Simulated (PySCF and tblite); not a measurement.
Results of a calculation; reference values are marked as such.
C₃H₈O, numbered as in [CH3:1][CH2:2][CH2:3][OH:4]. The same 5 conformers on PBE0-D3(BJ)/def2-SVP geometries, with only the solvent of the single-point energies changed (functional PBE0, basis set def2-TZVP, D3(BJ) where defined; PySCF).

Torsions listed: C1–C2–C3–O4, C2–C3–O4–H4. Of a mirror pair one member is shown.

```csv
conformer,shape,symmetry,dipole D
1,"-61°, 175°",C1 (pair),1.48
2,"-62°, 67°",C1 (pair),1.66
3,"-177°, -60°",C1 (pair),1.67
4,"58°, 62°",C1 (pair),1.62
```

Not shown: 1 more, 11.7 % in all.

Energies (kcal/mol) above conformer 1 and its weight at 298.15 K (thermal terms from GFN2-xTB):

| solvent | E(2) − E(1) | E(3) − E(1) | E(4) − E(1) | weight of 1 (%) | dipole of 1 (D) | of 2 |
| --- | --- | --- | --- | --- | --- | --- |
| gas phase | -0.09 | -0.06 | -0.10 | 25 | 1.48 | 1.66 |
| cyclohexane | ? | ? | ? | ? | ? | ? |
| chloroform | -0.31 | -0.39 | -0.27 | 18 | 1.80 | 1.95 |
| acetone | -0.36 | -0.47 | -0.33 | 16 | 1.94 | 2.05 |
| water | -0.37 | -0.48 | -0.34 | 16 | 1.97 | 2.08 |

Q: What does cyclohexane give?

A: E(2) − E(1) = -0.23 kcal/mol, E(3) − E(1) = -0.25 kcal/mol, E(4) − E(1) = -0.20 kcal/mol, weight of conformer 1 21 %, dipoles 1.64 and 1.81 D.

Q: How much does the choice of solvent matter?

A: The widest range is that of E(3) − E(1), which runs from -0.48 (water) to -0.06 kcal/mol (gas phase), a spread of 0.42, against RT = 0.59. Some levels give another conformer the largest weight.
